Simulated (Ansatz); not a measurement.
Species: CHN, charge 1, multiplicity 2. 
Geometry from a B3LYP-D3(BJ)/def2-TZVP (Ansatz, a program for electronic structure) optimisation:
```
C
N 1 1.2074
H 1 1.0934 2 180.00
```
Charge +1, spin multiplicity 2.

Basis-set convergence of Hartree-Fock and CCSD correlation energies (hartree) with Ansatz. Valence correlation only, unless marked. UHF or UKS for open shells. Spin-orbit coupling is left out. Non-relativistic.

| basis | functions | E(HF) | E(corr, CCSD) |
|---|---|---|---|
| aug-cc-pVDZ | 55 | -92.44901 | -0.25611 |
| aug-cc-pVTZ | 115 | -92.46951 | -0.30054 |
| aug-cc-pVQZ | 206 | -92.47484 | -0.31420 |

Extrapolating the two largest sets (X = 3 and 4) as X^-3: E(corr) = (64·(-0.31420) - 27·(-0.30054))/37 = -0.3242 Eh, an estimate of the basis-set limit. The largest set recovers 96.9 % of it, the smallest 79.0 %.
